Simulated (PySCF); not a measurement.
**Al: ionisation energy**

Al [Ne] 3s2 3p1 (2P) → Al⁺ [Ne] 3s2 (1S), as a difference of total energies. Calculation: PySCF 2.14, in aug-cc-pCVTZ-DK (8s7p5d3f, 75 functions); scalar relativity by spin-free X2C-1e. Correlated levels: valence: [Ne] frozen; valence and next inner shell: 1s2 frozen; nothing frozen. The calculations carry no spin-orbit coupling.

```tsv
method	ionisation energy (eV)	plus first-order spin-orbit estimate	error of that sum (eV)
UHF	5.589	5.597	-0.389
LDA	6.017	6.024	+0.038
PBE	6.061	6.068	+0.082
PBE0	6.079	6.087	+0.101
r2SCAN	6.151	6.159	+0.173
revPBE	6.071	6.079	+0.093
TPSSh	6.133	6.141	+0.155
PW91	6.096	6.104	+0.118
M06	5.792	5.800	-0.186
MP2 (valence)	5.814	5.822	-0.164
SCS-MP2 (valence)	5.798	5.806	-0.180
MP2 (valence and next inner shell)	5.794	5.802	-0.184
SCS-MP2 (valence and next inner shell)	5.783	5.790	-0.196
MP2 (all electrons)	5.796	5.803	-0.183
SCS-MP2 (all electrons)	5.784	5.792	-0.194
```

Reference: 5.986 eV (measured; NIST Atomic Spectra Database, ionization energies).

A first-order spin-orbit estimate (lowest level to lowest level, LS coupling) adds 0.008 eV.

Errors of the correlated levels include the incompleteness of this basis and the frozen core.
